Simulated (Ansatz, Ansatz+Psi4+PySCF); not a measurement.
```yaml
atoms:
  - { symbol: Al, position_ang: [0.0000, 0.0000, -1.3108] }
  - { symbol: P, position_ang: [0.0000, 0.0000, 1.3108] }
```

Basis set: cc-pV(T+d)Z (spherical functions). Frozen core: 10 orbitals. Charge 0, multiplicity 3.

Computed with Ansatz (development build ahead of 0.2.0); the reference of a correlated method needn't be the lowest determinant of its kind.

Question: Give the atomization energy at this shape (free ground-state atoms in the same class of orbitals less the molecule, no zero-point energy) of triplet AlP by UHF-BCCD(T), UHF-CCSD(T).

Answer:

```csv
method,atomization energy
UHF-BCCD(T),44.47 kcal/mol
UHF-CCSD(T),44.43 kcal/mol
```

Caution: the reference determinant was not shown to be the lowest.
